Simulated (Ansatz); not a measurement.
# SiH3Cl: an energy map over angle Cl2–Si1–H4 and angle H3–Si1–H4

How does the energy of ClH₃Si, SMILES [SiH3]Cl change over two coordinates at once? A grid of runs gives the map.

Computed with Ansatz 0.2.0. Level: RKS PBE0-D4/def2-TZVP.

## Step 1: Where the work starts

SMILES `[SiH3]Cl`, 5 atoms, charge 0, spin multiplicity 1.

Atoms are counted from 1 here; the program's logs count them from 0.

Bond lengths: Si1–Cl2 2.081 Å, Si1–H3 1.500 Å, Si1–H4 1.500 Å, Si1–H5 1.500 Å. Angles: Cl2–Si1–H3 109.1°, Cl2–Si1–H4 109.1°, Cl2–Si1–H5 109.1°, H3–Si1–H4 109.9°, H3–Si1–H5 109.9°, H4–Si1–H5 109.9°.

Geometry (Å):

| atom | x (Å) | y (Å) | z (Å) |
| --- | --- | --- | --- |
| Si1 | -0.1060 | 0.0169 | -0.0298 |
| Cl2 | 1.8702 | -0.5221 | 0.3357 |
| H3 | -0.9677 | -0.4910 | 1.0884 |
| H4 | -0.5472 | -0.5897 | -1.3291 |
| H5 | -0.1996 | 1.5123 | -0.1068 |

This geometry comes from a loose relaxation at PBE in a small basis, which is not shown.

## Step 3: Setting up the map

First coordinate, angle Cl2–Si1–H4: 15 values from 63.5 to 153.5 °. Second coordinate, angle H3–Si1–H4: 15 values from 85.4 to 135.4 °.

Nothing else is relaxed (all other coordinates rigid). Energies count from the relaxed molecule at the same level. Points are written as (first, second).

(The set-up runs are not shown.)

## Step 4: Grid point (127.8°, 110.4°)

The input, input.yaml:

```yaml
crystal:
  periodic: [false, false, false]
  atoms:
    - { symbol: Si, position_ang: [-0.112033, 0.018561, -0.030864] }
    - { symbol: Cl, position_ang: [1.717286, -0.13306, 0.889733] }
    - { symbol: H, position_ang: [-0.950955, -0.488306, 1.079038] }
    - { symbol: H, position_ang: [-0.534709, -0.585729, -1.314907] }
    - { symbol: H, position_ang: [-0.190794, 1.495362, -0.104671] }
basis:
  gaussian: { orbitals: def2-TZVP }
hamiltonian:
  xc: pbe0
  dispersion: d4
output:
  forces: true
```

Run with:

```bash
$ ansatz run input.yaml --threads 1 --pin off --max-ram 2560MiB --backend cpu --events-out ev --progress --plain --runs-dir out
```

Further runs follow: all other points of the grid.

Before running it: what results should come out? Wanted: lowest point; highest computed point; largest force on an atom.

**Answer**, as computed:

| quantity | value |
| --- | --- |
| lowest point | (108.5°, 110.4°), 0 kJ/mol |
| highest computed point | (153.5°, 135.4°), 293 kJ/mol above the lowest |
| largest force on an atom (eV/Å) | 0.00 at (108.5°, 110.4°) to 4.73 at (153.5°, 135.4°); 0.00 at the lowest point |
| time for the whole task | 5.4 min on 1 thread, shared host |

In words: The lowest computed point is at (108.5°, 110.4°), which is the relaxed molecule at the same level itself. It is the only kind of minimum in the scanned range. The highest computed point, (153.5°, 135.4°), lies 293 kJ/mol above the lowest. Round the minimum the valley is somewhat tilted: raising angle Cl2–Si1–H4 shifts the best value of angle H3–Si1–H4 downwards (coupling k₁₂/√(k₁₁k₂₂) about 0.3).
